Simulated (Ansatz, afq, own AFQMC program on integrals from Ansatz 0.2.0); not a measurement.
**HBr + Br, doublet: a scan with AFQMC**

| atom | x (Å) | y (Å) | z (Å) |
| --- | --- | --- | --- |
| Br | 0.0000 | 0.0000 | -1.7302 |
| H | 0.0000 | 0.0000 | -0.3096 |
| Br | 0.0000 | 0.0000 | 2.0398 |

A hydrogen atom is moved from one rigid fragment to the other; the Br1–H2 distance tells how far. The two fragments are held close together, so this isn't a minimum-energy path and the start is a compressed complex. Energies in kcal/mol count from this geometry (1.421 Å) at the same level; the start stands on UHF, each point on the determinant named.

Basis cc-pVTZ. Only valence electrons are correlated. Ansatz 0.2.0 and our own AFQMC program on the same integrals; the CISD trial comes from CCSD amplitudes, and released means the phaseless constraint is let go. Uncertainties: one standard error, sampling alone. No spin–orbit coupling.

Cautions, each for one point or more: inner d shell frozen; no relativity below Rb; no spin-orbit coupling; unrestricted determinant spin contaminated.

| r(Br1–H2) / Å | det. | T1 | weight | ⟨S²⟩ | CCSD(T) | ph-AFQMC/CISD | released AFQMC | CCSDT(Q) | wB97M-V | PBE0 |
| --- | --- | --- | --- | --- | --- | --- | --- | --- | --- | --- |
| 1.655 | UHF | 0.009 | 0.86 | 0.76 | 11.1 | 11.2 ± 0.2 | 11.0 ± 0.2* | 11.0 | 11.0 | 8.9 |
| 1.772 | UHF† | 0.023 | 0.84 | 0.88 | 18.6 | 18.4 ± 0.2 | 18.3 ± 0.2 | 18.1 | 18.1 | 15.0 |
| 1.889 | UHF† | 0.026 | 0.83 | 0.93 | 21.4 | 21.2 ± 0.2 | – | 20.8 | 20.8 | 17.3 |
| 2.006 | UHF† | 0.022 | 0.84 | 0.87 | 18.2 | 18.2 ± 0.2 | – | 17.8 | 17.7 | 14.7 |
| 2.240 | UHF | 0.007 | 0.86 | 0.76 | 3.0 | 2.8 ± 0.2 | 3.2 ± 0.2* | 3.0 | 3.0 | 2.2 |

Weight is that of the determinant in the CISD state; at the start T1 is 0.007 and the weight 0.86, and ⟨S²⟩ is 0.76. An asterisk marks released energies that aren't shown to be converged. A dagger marks points whose determinant fills other symmetries than the start's, so the wave-function levels may follow another state there, or a degenerate partner. A dash marks a missing value, a released energy that hasn't settled or a functional that sits on another state. Largest departures from CCSDT(Q), at the points where its series has closed: CCSD(T) 0.4 kcal/mol at 1.772 (on UHF), ph-AFQMC/CISD 0.4 kcal/mol at 2.006 (on UHF), wB97M-V 0.0 kcal/mol at 2.240, PBE0 -2.1 kcal/mol at 1.655. Functionals count only at points shown to share the start's state and spin.

Some points may be missing: those where a free walk finds a much lower state, and past Zn most of those on another determinant than at the start.

CCSDT and higher add their correlation energy to the determinant of the CCSD(T) run, since their own runs factorise the integrals more tightly (a shift of under 2 meV). A walk keeps the symmetry of its determinant, which the program's search chose and which needn't be the lowest solution, so a lower state of the same spin and another symmetry isn't excluded.
